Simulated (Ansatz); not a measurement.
Molecule: CH₃O (charge 0, doublet). It need not be the lowest isomer of its formula. 
Geometry from a B3LYP-D3(BJ)/def2-TZVP (Ansatz, a program for electronic structure) optimisation:
```
C
O 1 1.3624
H 1 1.0992 2 113.34
H 1 1.0992 3 111.54 2 129.37
H 1 1.1083 3 106.28 4 115.42
```
Charge 0, spin multiplicity 2.

Wanted: vertical electron affinity (to the singlet state of charge -1; a negative value means that the extra electron is unbound and the number depends on the basis; each state is the SCF solution reached for its spin), in eV. Correlated levels leave the core frozen unless marked. Open shells are spin-unrestricted. No spin-orbit coupling. Non-relativistic. Anions need diffuse functions: aug- sets have them; def2-D sets add few. CBS(X,Y): correlation extrapolated as X^-3; Hartree-Fock from the larger set. The bracket is a focal-point correction in the basis named.

| level | program | vertical electron affinity (eV) | minus last row |
|---|---|---|---|
| RI-HF/def2-QZVPPD | Ansatz | -0.48 | -1.92 |
| PBE/def2-TZVPD | Ansatz | 1.37 | -0.07 |
| RI-MP2/CBS(def2-TZVPPD,def2-QZVPPD) | Ansatz | 1.75 | 0.31 |
| SCS-MP2/def2-SVPD | Ansatz | 1.38 | -0.06 |
| CCSD(T)/aug-cc-pVTZ | Ansatz | 1.33 | -0.11 |
| RI-MP2/CBS(def2-TZVPPD,def2-QZVPPD)+[CCSD(T)-MP2]/def2-SVPD | Ansatz | 1.44 | 0.00 |
| RI-MP2/CBS(aug-cc-pVTZ,aug-cc-pVQZ)+[CCSD(T)-MP2]/aug-cc-pVTZ | Ansatz | 1.44 | 0.00 |
